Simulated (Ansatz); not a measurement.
The inner images of a band of BFH2 + ClH (6 atoms, charge 0, multiplicity 1) are given out of order.

The calculation used RKS r2SCAN/6-31G* in Ansatz.

Initial state:

```xyz
6
Properties=species:S:1:pos:R:3
B -0.008 0.312 -0.063
F -0.011 0.558 1.248
H 1.053 0.269 -0.617
H -1.069 0.202 -0.609
Cl 0.093 -2.615 0.912
H 0.078 -1.840 1.940
```

Final state:

```xyz
6
Properties=species:S:1:pos:R:3
B 0.016 -0.408 -0.174
F 0.009 0.110 1.720
H 1.049 0.105 -0.465
H -1.052 0.037 -0.453
Cl 0.075 -2.194 0.102
H 0.040 -0.765 2.082
```

Q: Put them in order from the first end to the last, with their energies above the first end.
A.
```xyz
6
Properties=species:S:1:pos:R:3
B 0.015 -0.358 -0.099
F 0.009 0.094 1.661
H 1.049 0.112 -0.453
H -1.051 0.046 -0.443
Cl 0.074 -2.169 0.246
H 0.040 -0.839 1.900
```
B.
```xyz
6
Properties=species:S:1:pos:R:3
B -0.006 0.250 -0.016
F -0.011 0.540 1.291
H 1.056 0.190 -0.563
H -1.066 0.128 -0.557
Cl 0.090 -2.536 0.844
H 0.075 -1.686 1.812
```
C.
```xyz
6
Properties=species:S:1:pos:R:3
B 0.013 -0.284 -0.029
F 0.009 0.089 1.606
H 1.052 0.112 -0.452
H -1.052 0.046 -0.442
Cl 0.074 -2.155 0.399
H 0.041 -0.923 1.730
```
D.
```xyz
6
Properties=species:S:1:pos:R:3
B 0.011 -0.179 0.031
F 0.005 0.143 1.539
H 1.056 0.102 -0.461
H -1.054 0.033 -0.454
Cl 0.076 -2.157 0.539
H 0.043 -1.057 1.618
```
E.
```xyz
6
Properties=species:S:1:pos:R:3
B -0.003 0.177 0.027
F -0.007 0.476 1.341
H 1.059 0.132 -0.519
H -1.065 0.066 -0.511
Cl 0.088 -2.432 0.773
H 0.065 -1.533 1.700
```
F.
```xyz
6
Properties=species:S:1:pos:R:3
B 0.006 -0.054 0.064
F 0.002 0.260 1.460
H 1.058 0.087 -0.476
H -1.057 0.018 -0.468
Cl 0.078 -2.200 0.637
H 0.050 -1.226 1.595
```
G.
```xyz
6
Properties=species:S:1:pos:R:3
B 0.002 0.078 0.059
F -0.001 0.373 1.397
H 1.061 0.097 -0.490
H -1.061 0.029 -0.480
Cl 0.082 -2.307 0.702
H 0.056 -1.386 1.624
```

A: B (+0.01 eV), E (+0.07 eV), G (+0.24 eV), F (+0.58 eV), D (+0.82 eV), C (+0.66 eV), A (+0.52 eV).

Time of the run: 2 min on 1 thread of Arm Neoverse V2, on a shared host, peak memory 0.1 GiB.
